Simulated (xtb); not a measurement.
xtb input:

```bash
xtb mol.xyz --gfn 2 --ohess tight --chrg 1 --uhf 0
```
mol.xyz:
```
5

N     -0.01577548     0.03603459     0.06240743
H     -0.00119745     0.95276475    -0.35433098
H      0.82187292    -0.49999954    -0.34032068
H     -0.81089255    -0.45273374    -0.37735955
H      0.01361199     0.03944400     1.04907811
```

Question: Which total energy does the run end on?

Answer: -4.49488 Eh (GFN2-xTB).
